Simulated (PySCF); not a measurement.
Homolysis of single bonds, series SiH2(OH)-X. Gas-phase values, no solvent. One relaxed conformer stands for each flexible species; it need not be the lowest. Strings in code marks are SMILES.

A: radical fragment (`[SiH3]`)
B: radical fragment (`[SiH2]O`)
C: radical fragment (`[SiH2]C(C)=O`)
D: radical fragment (`[CH3]`)

### Question
Order them by highest occupied spin orbital (lowest first) at the level PBE-D3(BJ)/def2-TZVP // PBE0-D4/def2-TZVP (PySCF 2.14.0).

### Answer
D (-5.38 eV), A (-5.32 eV), C (-5.19 eV), B (-5.03 eV)
